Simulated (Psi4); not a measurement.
**A workflow on BNH3F (SMILES NBF)**

Wanted: a structure relaxation (TPSS/def2-SVP), then vibrational wavenumbers of BNH3F. The job is set up through an ASE script.

The calculation is run with Psi4 1.11.

**1. The system as given**

BNH3F has 6 atoms, charge 0, and is taken as a singlet. SMILES: `NBF`. All atoms were displaced at random from a relaxed shape. The run starts from this shape.

Bond lengths: N1–B2 1.423 Å, B2–F3 1.384 Å, N1–H4 0.998 Å, N1–H5 0.950 Å, B2–H6 1.159 Å. Angles: N1–B2–F3 124.8°, N1–B2–H6 118.4°, F3–B2–H6 116.6°, B2–N1–H4 131.2°, B2–N1–H5 116.0°, H4–N1–H5 112.8°.

**2. A structure relaxation at TPSS/def2-SVP (density fitting) (run 1)**

Input file bfh3n.xyz:

```xyz
6
BFH3N
N     -0.427021     0.045833    -0.671271
B      0.378173    -0.187125     0.478062
F      0.461614     0.660062     1.568652
H     -0.503656    -0.452348    -1.532735
H     -0.979611     0.818018    -0.642234
H      1.087728    -1.103097     0.478189
```

Input file run_ase.py:

```python
import numpy as np
from ase.calculators.psi4 import Psi4
from ase.io import read
from ase.optimize import LBFGS

mol = read('bfh3n.xyz')
calc = Psi4(atoms=mol, method='tpss', basis='def2-SVP', memory='1600MB', num_threads=1, charge=0, multiplicity=1, label='bfh3n', reference='rks')
mol.calc = calc

opt = LBFGS(mol)
done = opt.run(fmax=0.05, steps=40)
print('converged:', done)
for s, p in zip(mol.symbols, mol.positions):
    print(f'{s:2s} {p[0]:12.6f} {p[1]:12.6f} {p[2]:12.6f}')
```

The run is started by

```bash
$ python run_ase.py
```

bfh3n.dat:

```text
[...]
  Running in c1 symmetry.
[...]
  Nuclear repulsion =   64.618284120115916
[...]
  Multiplicity = 1
[...]
  Nalpha       = 12
  Nbeta        = 12
[...]
    Number of basis functions: 57
[...]
   @DF-RKS iter   1:  -180.96104779113318   -2.65054e-01   1.38845e-02 DIIS/ADIIS
[...]
   @DF-RKS iter  11:  -181.23238627385089   -9.66338e-13   1.57298e-09 DIIS
[...]
    Orbital Energies [Eh]
    ---------------------
    Doubly Occupied:
       1A    -24.394318     2A    -14.117497     3A     -6.636425
       4A     -1.080851     5A     -0.798551     6A     -0.486447
       7A     -0.473160     8A     -0.424362     9A     -0.372465
      10A     -0.371810    11A     -0.293644    12A     -0.252829
[...]
  @DF-RKS Final Energy:  -181.23238627385089
   => Energetics <=
    Nuclear Repulsion Energy =             64.6182841201159164
    One-Electron Energy =                -376.8144062763574311
    Two-Electron Energy =                 153.5733512401103269
    DFT Exchange-Correlation Energy =     -22.6096153577196901
    Empirical Dispersion Energy =           0.0000000000000000
    VV10 Nonlocal Energy =                  0.0000000000000000
    Total Energy =                       -181.2323862738508922
[...]
 Multipole Moments:
 ------------------------------------------------------------------------------------
     Multipole            Electronic (a.u.)      Nuclear  (a.u.)        Total (a.u.)
 ------------------------------------------------------------------------------------
 L = 1.  Multiply by 2.5417464519 to convert [e a0] to [Debye]
 Dipole X            :          0.7523597           -1.2343207           -0.4819610
 Dipole Y            :          1.3174157           -1.3447017           -0.0272860
 Dipole Z            :          2.9859337           -3.8580970           -0.8721633
 Magnitude           :                                                    0.9968449
[...]
  -Total Gradient:
     Atom            X                  Y                   Z
    ------   -----------------  -----------------  -----------------
       1        0.000052520199    -0.000182773893    -0.000224233750
       2       -0.000237187073     0.000061208708     0.000044520293
       3       -0.000047407007     0.000509150926     0.000141291189
       4        0.000329232375    -0.000335755763    -0.000220670628
       5        0.000009425395     0.000383020048     0.000838460730
       6        0.000135963503    -0.000429218437    -0.000185775034
[...]
```

On the terminal:

```text
Step     Time          Energy          fmax
LBFGS:    0 hh:mm:ss    -4931.267318        3.997719
LBFGS:    1 hh:mm:ss    -4931.405839        2.988172
LBFGS:    2 hh:mm:ss    -4931.492945        1.091131
LBFGS:    3 hh:mm:ss    -4931.548153        0.719471
LBFGS:    4 hh:mm:ss    -4931.574093        0.685981
LBFGS:    5 hh:mm:ss    -4931.580886        0.213995
LBFGS:    6 hh:mm:ss    -4931.581926        0.114143
LBFGS:    7 hh:mm:ss    -4931.582385        0.090082
LBFGS:    8 hh:mm:ss    -4931.582913        0.080241
LBFGS:    9 hh:mm:ss    -4931.583273        0.074591
LBFGS:   10 hh:mm:ss    -4931.583742        0.070547
LBFGS:   11 hh:mm:ss    -4931.584069        0.060752
LBFGS:   12 hh:mm:ss    -4931.584278        0.052952
LBFGS:   13 hh:mm:ss    -4931.584423        0.047403
converged: True
N     -0.424426     0.087769    -0.637334
B      0.408095    -0.192945     0.453473
F      0.402930     0.646358     1.510230
H     -0.465102    -0.497759    -1.467376
H     -1.039105     0.900294    -0.660887
H      1.127384    -1.162774     0.469665
```

Wall time 92 s (1 thread of AMD EPYC 9R45 (Zen 5), shared host); peak memory 0.95 GiB.

The path in brief:

| step | energy from the first frame kept (eV) | largest force (eV/Å) |
| --- | --- | --- |
| 0 | 0.0000 | 3.9977 |
| 1 | -0.1385 | 2.9882 |
| 2 | -0.2256 | 1.0911 |
| 3 | -0.2808 | 0.7195 |
| 4 | -0.3068 | 0.6860 |
| 5 | -0.3136 | 0.2140 |
| 6 | -0.3146 | 0.1141 |
| 7 | -0.3151 | 0.0901 |
| 8 | -0.3156 | 0.0802 |
| 9 | -0.3160 | 0.0746 |
| 10 | -0.3164 | 0.0705 |
| 11 | -0.3168 | 0.0607 |
| 12 | -0.3170 | 0.0529 |
| 13 | -0.3171 | 0.0474 |

After the run. Bond lengths: N1–B2 1.401 Å, B2–F3 1.350 Å, N1–H4 1.017 Å, N1–H5 1.019 Å, B2–H6 1.208 Å. Angles: N1–B2–F3 118.9°, N1–B2–H6 121.7°, F3–B2–H6 119.4°, B2–N1–H4 123.0°, B2–N1–H5 122.4°, H4–N1–H5 114.6°.

**3. Vibrational wavenumbers at TPSS/def2-SVP (density fitting) (run 2)**

Input file bfh3n.xyz:

```xyz
6
BFH3N
N     -0.408899     0.082670    -0.618902
B      0.423622    -0.198044     0.471905
F      0.418456     0.641260     1.528662
H     -0.449576    -0.502857    -1.448943
H     -1.023578     0.895195    -0.642455
H      1.142910    -1.167873     0.488097
```

Input file run.py:

```python
import numpy as np
from ase.calculators.psi4 import Psi4
from ase.io import read
from ase.vibrations import Vibrations

atoms = read('bfh3n.xyz')
calc = Psi4(atoms=atoms, method='tpss', basis='def2-SVP', memory='1600MB', num_threads=1, charge=0, multiplicity=1, label='psi4-calc')
atoms.calc = calc

vib = Vibrations(atoms, delta=0.02)
vib.run()
vib.summary()
```

The run is started by

```bash
$ python run.py
```

psi4-calc.dat:

```text
[...]
  Running in c1 symmetry.
[...]
  Nuclear repulsion =   64.618177284229134
[...]
  Multiplicity = 1
[...]
  Nalpha       = 12
  Nbeta        = 12
[...]
    Number of basis functions: 57
[...]
   @DF-RKS iter   1:  -180.96132825966271   -2.65486e-01   1.38795e-02 DIIS/ADIIS
[...]
   @DF-RKS iter  11:  -181.23236540474457   -2.84217e-13   1.62537e-09 DIIS
[...]
    Orbital Energies [Eh]
    ---------------------
    Doubly Occupied:
       1A    -24.393765     2A    -14.117786     3A     -6.636406
       4A     -1.080416     5A     -0.798780     6A     -0.486381
       7A     -0.473218     8A     -0.424371     9A     -0.372377
      10A     -0.371436    11A     -0.293296    12A     -0.252969
[...]
  @DF-RKS Final Energy:  -181.23236540474457
   => Energetics <=
    Nuclear Repulsion Energy =             64.6181772842291338
    One-Electron Energy =                -376.8164782132159871
    Two-Electron Energy =                 153.5755467275535011
    DFT Exchange-Correlation Energy =     -22.6096112033112213
    Empirical Dispersion Energy =           0.0000000000000000
    VV10 Nonlocal Energy =                  0.0000000000000000
    Total Energy =                       -181.2323654047445700
[...]
 Multipole Moments:
 ------------------------------------------------------------------------------------
     Multipole            Electronic (a.u.)      Nuclear  (a.u.)        Total (a.u.)
 ------------------------------------------------------------------------------------
 L = 1.  Multiply by 2.5417464519 to convert [e a0] to [Debye]
 Dipole X            :          0.7516567           -1.2343209           -0.4826642
 Dipole Y            :          1.3175300           -1.3447019           -0.0271719
 Dipole Z            :          2.9620690           -3.8397385           -0.8776695
 Magnitude           :                                                    1.0020014
[...]
  -Total Gradient:
     Atom            X                  Y                   Z
    ------   -----------------  -----------------  -----------------
       1       -0.000431318138     0.000339339616    -0.000028760427
       2       -0.000421530389     0.000313654319    -0.001638370245
       3        0.000312818226    -0.000328965365     0.000169535684
       4        0.000390937777    -0.000321786999    -0.000194725387
       5       -0.000140994372     0.000366822228     0.000773204657
       6        0.000514870231    -0.000360233706     0.001323095573
[...]
```

On the terminal:

```text
---------------------
  #    meV     cm^-1
---------------------
  0    3.6i     28.9i
  1    0.6i      4.6i
  2    0.3       2.2
  3    0.5       4.3
  4    1.0       8.4
  5    4.2      33.5
  6   53.6     432.5
  7   59.2     477.5
  8   77.5     624.9
  9  106.5     858.7
 10  113.6     916.1
 11  134.5    1085.1
 12  144.6    1166.4
 13  175.0    1411.1
 14  196.9    1587.8
 15  326.7    2635.3
 16  437.3    3527.3
 17  451.1    3638.6
---------------------
Zero-point energy: 1.141 eV
```

Run time: 4 min. Hardware: 1 thread of AMD EPYC 9R45 (Zen 5), shared host; peak memory 1.4 GiB.

**4. Summary of results**

| quantity | value |
| --- | --- |
| run 1, TPSS/def2-SVP: total energy at the end | -181.23239 Eh |
| run 1, TPSS/def2-SVP: dipole moment | 2.53 D |
| run 1, TPSS/def2-SVP: HOMO energy | -6.88 eV |
| run 1, TPSS/def2-SVP: LUMO energy | 0.45 eV |
| run 1, TPSS/def2-SVP: HOMO–LUMO gap | 7.33 eV |

The optimisation (run 1, TPSS/def2-SVP) took 13 steps and changed the energy by -0.317 eV.
